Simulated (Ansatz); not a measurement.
Two isomers of C5H10O: A = `C1CCOCC1`, B = `CCCC(C)=O`.

Computed with Ansatz on PBE0-D4/def2-TZVP structures; ΔE is electronic, products minus reactants. CCSD(T)/CBS is the MP2 limit (def2-TZVPP, def2-QZVPP) plus CCSD(T) − MP2 in def2-TZVPP, frozen cores. DFT in def2-TZVPP. B3LYP here is the variant with VWN-RPA as its local correlation; programs differ in this. Each species was taken in one conformer, which may not be the lowest.

A:

```xyz
16

C    -0.187    0.806   -0.927
C    -0.339   -0.695   -1.129
C     0.472   -1.446   -0.089
O     0.117   -1.075    1.224
C     0.331    0.299    1.457
C    -0.489    1.167    0.521
H    -0.836    1.360   -1.611
H     0.844    1.100   -1.165
H    -1.392   -0.979   -1.028
H    -0.016   -0.993   -2.131
H     0.307   -2.524   -0.157
H     1.547   -1.258   -0.249
H     0.066    0.478    2.501
H     1.403    0.532    1.336
H    -0.276    2.223    0.717
H    -1.552    1.005    0.730
```

B:

Z-matrix (Å, degrees):
```
C
C 1 1.519
H 1 1.094 2 111.7
H 1 1.093 2 110.9 3 119.4
H 1 1.092 2 111.3 3 -120.4
C 2 1.528 1 112.8 3 -60.7
H 2 1.094 1 109.7 3 178.5
H 2 1.095 1 110.1 3 62.4
C 6 1.511 2 113.9 1 61.7
H 6 1.097 2 109.3 1 -178.1
H 6 1.092 2 110.8 1 -59.4
C 9 1.507 6 117.1 2 56.1
O 9 1.207 6 121.6 2 -123.9
H 12 1.088 9 109.7 6 167.7
H 12 1.094 9 109.6 6 -72.9
H 12 1.093 9 111.3 6 45.2
```

(1) Which isomer does CCSD(T)/CBS put lower? Give the gap. (Best estimate.)

(2) Give E(B) − E(A) in kJ/mol with ωB97M-V, PBE-D4, MP2/def2-TZVPP, B3LYP, B2PLYP, HF/def2-TZVPP, r2SCAN-D4. (Best estimate.)

Largest T1 diagnostic: 0.012.

Answers

(1) The calculation gave: B, by 23.4 kJ/mol.

(2) The calculation gave: ωB97M-V -24.3, PBE-D4 -28.1, MP2/def2-TZVPP -22.5, B3LYP -38.5, B2PLYP -33.8, HF/def2-TZVPP -36.8, r2SCAN-D4 -27.7. None reverses the order clearly.

The D4 term adds +4.2 kJ/mol with B3LYP and +1.8 kJ/mol with PBE0; it sums over pairs of atoms, weighted by their polarisabilities, and B3LYP, whose exchange is more repulsive, gets the larger term. In def2-TZVPP, CCSD(T) changes the Hartree–Fock value by +12.7 kJ/mol (the triples alone add −1.7 kJ/mol) and MP2 by +14.2 kJ/mol.
